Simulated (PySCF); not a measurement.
# CO(OH)₂ + H₂O → CH₄ + 2 O₂

Level: PBE0 in the def2-TZVP basis family, all electrons, no relativity, computed in PySCF with density fitting; open shells unrestricted.

| species | state and structure | E (Eh) | ZPE (kJ/mol) | H(298 K) − H(0) (kJ/mol) | S° (J/(mol K)) |
| --- | --- | --- | --- | --- | --- |
| CO(OH)₂ | singlet, C2v, C–O 1.200 Å, C–O 1.331 Å (×2), O–H 0.965 Å (×2); C–O–H 106.3° (×2), O–C–O 108.9°, O–C–O 125.6° (×2) | -264.84645 | 105.4 | 12.1 | 262.7 |
| H₂O | singlet, C2v, O–H 0.960 Å (×2); H–O–H 105.1° | -76.37736 | 56.5 | 9.9 | 188.7 |
| CH₄ | singlet, Td, C–H 1.090 Å (×4) | -40.47415 | 117.5 | 10.0 | 186.2 |
| O₂ | triplet, D∞h, O–O 1.193 Å | -150.23561 | 10.3 | 8.7 | 204.9 |

(1) What is the electronic reaction energy?

(2) Add zero-point, thermal and entropy terms for 298.15 K and 1 bar.

Results:

(1) At PBE0/def2-TZVP, ΔE = 731.0 kJ/mol from the differences of the total energies times 2625.5, uphill. 

(2) ΔZPE = -23.8 and Δ[H(298) − H(0)] = 5.4 kJ/mol give ΔH° = 712.6 kJ/mol. ΔS° = 144.6 J/(mol K), so ΔG° = 712.6 − 298.15 × (0.1446) = 669 kJ/mol.

Each species is the lowest minimum found with this bonding; other isomers or fragments can lie lower.
